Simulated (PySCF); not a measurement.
**Continuum solvent and chemical shifts**

Atoms are numbered as in `[CH2:1]=[S:2]` (H(Xn): hydrogen on atom n).

GIAO PBE0/pcSseg-1 in PySCF on one PBE0-D3(BJ)/def2-SVP conformer, non-relativistic, equivalent nuclei averaged. Solvents enter as an IEF-PCM continuum (tetrahydrofuran with ε = 7.4, methanol with ε = 32.6) around the gas-phase geometry. Shifts are referred to TMS, CS2 computed in the same medium.

Gas phase, δ in ppm: C1 262.9, S2 1358.6, H(C1) 11.58. Dipole moment 1.79 D.

**Question.** How does each δ change in the continuum?

**Answer.** 
| atoms | environment | Δδ, tetrahydrofuran | Δδ, methanol |
| --- | --- | --- | --- |
| C1 | thiocarbonyl carbon | +9.9 | +12.0 |
| S2 | thione sulfur | -151.8 | -181.2 |
| H(C1) | hydrogen on a thiocarbonyl carbon | +0.11 | +0.14 |

Changes are relative to the gas phase. The dipole moment becomes 2.40 D in tetrahydrofuran, 2.53 D in methanol.

**Question.** Which nuclei move most (in ppm), and what does the model miss?

**Answer.** S2 (thione sulfur, -181.2 ppm) in methanol. A continuum only polarises the solute; specific hydrogen bonds, the anisotropy of aromatic solvents and changes of geometry or conformer are outside it.
